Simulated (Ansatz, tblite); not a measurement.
# The cluster Ag₂Sn: one state, many levels

One table from this session's results is given with a row withheld; the runs are named, their logs left out.

The runs use Ansatz 0.2.0, Gaussian basis; as each input shows.

Plan: GFN1-xTB, GFN2-xTB, PBE-D4/def2-TZVP, r2SCAN-D4/def2-TZVP, B2PLYP/def2-TZVP, r2SCAN0-D4/def2-TZVP, BHLYP-D4/def2-TZVP, HSE06-D4/def2-TZVP, B3LYP-D4/def2-TZVP, LC-ωPBE(0.10)/def2-TZVP, LC-ωPBE(0.15)/def2-TZVP, LC-ωPBE(0.20)/def2-TZVP, LC-ωPBE(0.30)/def2-TZVP, PBE-D4/def2-SVP, PBE0-D4/def2-SVP, PBE0-D4/def2-TZVPD, PBE-D4/def2-TZVPD, r2SCAN-D4/def2-TZVPD, CCSD(T)/def2-TZVPP, MP2/def2-TZVP, RPA/def2-TZVP.

3 further runs of the same task are left out: 3 set aside as unsound or not needed. Runs told in other sessions of the task aren't counted.

## The relaxed structure

The singlet was relaxed beforehand with B3LYP-D4/def2-TZVP. At that level it is the lowest of the isomers that a small search found.

3 atoms, charge 0, spin multiplicity 1.

Bond lengths: Ag1–Ag2 3.180 Å, Ag1–Sn3 2.665 Å, Ag2–Sn3 2.665 Å. Angles: Ag2–Ag1–Sn3 53.4°, Ag1–Ag2–Sn3 53.4°, Ag1–Sn3–Ag2 73.3°.

Ag, Sn take a core potential in the def2 sets. No spin-orbit coupling is included.

PBE0-D4/def2-TZVP was run before; its log isn't repeated, and its numbers join the tables.

Set-up of the first run:

Tight binding, by tblite at 300 K electronic temperature and without a spin-polarisation term:

```python
tblite.interface.Calculator('GFN1-xTB', numbers, positions, charge=0, uhf=0).singlepoint()
```

Tight binding, by tblite at 300 K electronic temperature and without a spin-polarisation term:

```python
tblite.interface.Calculator('GFN2-xTB', numbers, positions, charge=0, uhf=0).singlepoint()
```

start.molden holds the orbitals of an earlier run on this state, given as this run's starting guess.

in.yaml reads:

```yaml
crystal:
  periodic: [false, false, false]
  atoms:
    - {symbol: Ag, position_ang: [0.074828, -1.533848, -0.823860]}
    - {symbol: Ag, position_ang: [0.817089, 0.594197, 1.419967]}
    - {symbol: Sn, position_ang: [-0.891928, 0.939650, -0.596117]}
basis:
  gaussian: {orbitals: def2-TZVP, initial_orbitals: start.molden}
hamiltonian: {xc: pbe, dispersion: d4}
scf: {omitted_lower_state_checks: [starts]}
output: {forces: true, orbitals: {seedname: orbitals}}
```

On the command line:

```
ansatz run in.yaml --threads 4 --pin off --events-out ev --progress --plain --max-ram 3916MiB
```

Steps of the session up to this table: PBE-D4/def2-TZVP; r2SCAN-D4/def2-TZVP; B2PLYP/def2-TZVP; r2SCAN0-D4/def2-TZVP; BHLYP-D4/def2-TZVP; HSE06-D4/def2-TZVP; B3LYP-D4/def2-TZVP; LC-ωPBE(0.10)/def2-TZVP; LC-ωPBE(0.15)/def2-TZVP; LC-ωPBE(0.20)/def2-TZVP; LC-ωPBE(0.30)/def2-TZVP; PBE-D4/def2-SVP; PBE0-D4/def2-SVP; PBE0-D4/def2-TZVPD; PBE-D4/def2-TZVPD; r2SCAN-D4/def2-TZVPD; CCSD(T)/def2-TZVPP; MP2/def2-TZVP; RPA/def2-TZVP.

One table of the session follows, with a row left open; its other results are not shown here.

It belongs to the step «Levels side by side». 

| level | HOMO (eV) | LUMO (eV) | gap (eV) |
| --- | --- | --- | --- |
| PBE-D4/def2-SVP | ? | ? | ? |
| PBE-D4/def2-TZVP | -4.61 | -3.78 | 0.84 |
| PBE-D4/def2-TZVPD | -4.62 | -3.78 | 0.84 |
| r2SCAN-D4/def2-TZVP | -4.69 | -3.59 | 1.10 |
| r2SCAN-D4/def2-TZVPD | -4.69 | -3.59 | 1.10 |
| B3LYP-D4/def2-TZVP | -5.12 | -3.23 | 1.89 |
| PBE0-D4/def2-SVP | -5.15 | -2.94 | 2.21 |
| PBE0-D4/def2-TZVP | -5.16 | -2.92 | 2.23 |
| PBE0-D4/def2-TZVPD | -5.16 | -2.93 | 2.23 |
| r2SCAN0-D4/def2-TZVP | -5.24 | -2.83 | 2.41 |
| HSE06-D4/def2-TZVP | -4.80 | -3.30 | 1.50 |
| BHLYP-D4/def2-TZVP | -5.62 | -2.11 | 3.52 |
| LC-ωPBE(0.10)/def2-TZVP | -5.96 | -2.41 | 3.55 |
| LC-ωPBE(0.15)/def2-TZVP | -6.34 | -1.86 | 4.49 |
| LC-ωPBE(0.20)/def2-TZVP | -6.58 | -1.44 | 5.14 |
| LC-ωPBE(0.30)/def2-TZVP | -6.81 | -0.94 | 5.87 |

Estimate the missing values for PBE-D4/def2-SVP.

The run gave: HOMO (eV): -4.59; LUMO (eV): -3.78; gap (eV): 0.81. In the column «HOMO (eV)» it is the highest.
